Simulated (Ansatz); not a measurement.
## Changing the shape of NaOH, singlet

Program: Ansatz, Gaussian basis, development build. Basis def2-SVP, nonrelativistic, 2 orbitals frozen in the corrections; active space CAS(6,6). Restricted Hartree–Fock, then the lowest state-specific CASSCF solution met for each case. The basis is small, far from the limit. On stretched bonds single-reference methods can fail or change state. Unlike active orbitals can shift such differences by tenths of an eV, at times by over 1 eV.

Case A. A bond is stretched, to 1.26 times the sum of the covalent radii.

| atom | x (Å) | y (Å) | z (Å) |
| --- | --- | --- | --- |
| Na | 0.0000 | 0.0000 | 2.9250 |
| O | 0.0000 | 0.0000 | 0.0000 |
| H | 0.0000 | 0.0000 | -0.9600 |

Case B. A bond is stretched, to 1.68 times the sum of the covalent radii.

```xyz
3

Na    0.0000    0.0000    3.9000
O     0.0000    0.0000    0.0000
H     0.0000    0.0000   -0.9600
```

Case C:

```xyz
3

Na    0.0000    0.0000    2.1060
O     0.0000    0.0000    0.0000
H     0.0000    0.0000   -1.0368
```

Case D:

```xyz
3

Na    0.0000    0.0000    1.9500
O     0.0000    0.0000    0.0000
H     0.0000    0.0000   -0.9600
```

Energy less that of case A, in eV:

```json
{"case": "B", "RHF/ROHF": "+1.746"}
{"case": "C", "RHF/ROHF": "-1.683"}
{"case": "D", "RHF/ROHF": "-2.081"}
```

Problem. Give the SC-NEVPT2 energies against case A.

Solution. B: +0.670 eV; C: -1.834 eV; D: -2.139 eV.

Problem. Which case is lowest, and do the methods agree?

Solution. D is lowest in SC-NEVPT2. Of the methods shown, RHF/ROHF agrees.
